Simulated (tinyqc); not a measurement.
UKS/BP86 in the sto-3g basis, for BH, spin multiplicity 3, step by step. Computed by tinyqc, a small Python program that keeps every step (integrals from PySCF). Settings: charge = 0, multiplicity = 3, basis = sto-3g, energy threshold = 1e-08, iteration cap = 68, orthogonalisation = symmetric, start = atomic densities, DIIS depth = 6, damping = 0.3, shift = 1.0, method = UKS, functional = b88,p86, grid = [20, 26]. Command: `OMP_NUM_THREADS=1 python tinyqc.py 24001 24002 out.jsonl` (the two numbers bound the seeds that draw the settings). One thread of a shared host (Intel(R) Xeon(R) Processor @ 2.60GHz), about 7 s of CPU time with the checks.

Geometry (angstrom):
```
atom       x       y       z
B     0.0000  0.0000  0.0000
H     0.0000  0.0000  2.2980
```

Stop when the energy changes by less than 1e-08 hartree and every element of the error matrix X^T (F D S - S D F) X (for each spin) is below 3e-05.

Course of the cycle:
```
iteration  E (hartree)     change  largest element of the error matrix
1           -24.936765          -                             6.13e-02
2           -24.784049   1.53e-01                             1.94e-02
3           -24.752963   3.11e-02                             9.49e-03
4           -24.745237   7.73e-03                             8.62e-03
5           -24.743261   1.98e-03                             7.80e-03
6           -24.742872   3.90e-04                             6.89e-03
7           -24.742889  -1.68e-05                             5.99e-03
8           -24.742998  -1.09e-04                             5.26e-03
9           -24.743142  -1.44e-04                             4.65e-03
10          -24.743253  -1.11e-04                             4.06e-03
11          -24.743345  -9.22e-05                             3.55e-03
12          -24.743418  -7.25e-05                             3.20e-03
13          -24.743474  -5.67e-05                             2.88e-03
14          -24.743522  -4.73e-05                             2.61e-03
...                ...        ...                                  ...
55          -24.743734  -7.63e-07                             8.31e-04
56          -24.743734  -7.45e-07                             8.33e-04
57          -24.743735  -4.07e-07                             8.35e-04
58          -24.743735  -4.40e-07                             8.36e-04
59          -24.743736  -7.32e-07                             8.38e-04
60          -24.743737  -7.16e-07                             8.40e-04
61          -24.743737  -7.06e-07                             8.42e-04
62          -24.743738  -7.59e-07                             8.44e-04
63          -24.743739  -7.54e-07                             8.46e-04
64          -24.743740  -7.29e-07                             8.48e-04
65          -24.743740  -6.25e-07                             8.50e-04
66          -24.743741  -5.38e-07                             8.51e-04
67          -24.743741  -7.06e-07                             8.53e-04
68          -24.743742  -5.74e-07                             8.55e-04
```

Can the last value be used, and what does the course show?

Not by the stop rule, although the second column moves by less than 1e-05 over the last three steps. Not converged within the cap of 68 iterations: the residual has stopped falling. Reruns (cap 100 unless said): DIIS 8: converged in 12; damping 0.5: not converged; level shift 0.5: not converged; atomic densities as start, DIIS 8: converged in 12; the original settings with a cap of 400: not converged. PySCF UKS in the same basis, fine grid, after a stability check = -24.742822 hartree, which differs from a converged run on this coarse grid by the grid error.
